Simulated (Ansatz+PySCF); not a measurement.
doublet C₂H₃O₂: levels of theory in one basis

```yaml
atoms:
  - { symbol: C, position_ang: [0.0000, -0.1181, -1.0689] }
  - { symbol: C, position_ang: [0.0000, 0.3085, 0.3116] }
  - { symbol: O, position_ang: [0.0000, -0.7366, 1.1851] }
  - { symbol: H, position_ang: [0.0000, -0.3481, 2.0716] }
  - { symbol: H, position_ang: [0.0000, -1.1672, -1.3295] }
  - { symbol: H, position_ang: [0.0000, 0.6423, -1.8358] }
  - { symbol: O, position_ang: [0.0000, 1.4192, 0.6658] }
```

Basis set: cc-pVTZ (spherical functions). Frozen core: 4 orbitals. Correlation on ROHF uses semicanonical orbitals with singles. Charge 0, multiplicity 2.

Computed with Ansatz (development build ahead of 0.2.0) and PySCF 2.14.0; each method stands on the lowest determinant of its kind that the runs found.

| method | E − E(ROHF) (eV) | <S²> of the determinant |
| --- | --- | --- |
| ROHF | 0.00 | 0.75 |
| UHF | -0.16 | 0.78 |
| ROHF-MP2 | -20.78 | – |

What does UHF-MP2 give on the same scale?

-20.73 eV.
